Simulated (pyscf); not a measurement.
Structures and frequencies: ωB97X-D3(BJ)/def2-SVP in PySCF.

Task: PBE/def2-TZVP puts the barrier of HS–Ga(Cl)–Cl + H• → •S–Ga(Cl)–Cl + H₂ (hydrogen abstraction; doublet surface; H–S broken, H–H formed) at -0.5 kcal/mol and the reaction energy at -12.3 kcal/mol, from the separated reactants. What do PBE0-D3(BJ)/def2-TZVP, M06-2X/def2-TZVP, ωB97M-D3(BJ)/def2-TZVP give on the same structures?

Result: PBE0-D3(BJ): ΔE‡ = 0.7 kcal/mol, ΔE = -11.8 kcal/mol; M06-2X: ΔE‡ = 3.9 kcal/mol, ΔE = -14.0 kcal/mol; ωB97M-D3(BJ): ΔE‡ = 3.5 kcal/mol, ΔE = -13.1 kcal/mol. PBE's barrier lies under all of them, by 1.2 to 4.4 kcal/mol. Its reaction energy lies among theirs. At PBE this geometry lies under the reactants; that is no barrier but a single point on another level's saddle; such a level's own saddle, if it has one, lies nearer that side and is low. This is the saddle that the search found; another between the same sides may lie lower. The angle at the transferred H is 175°. Elements up to Kr have no core potential and no relativistic terms here.
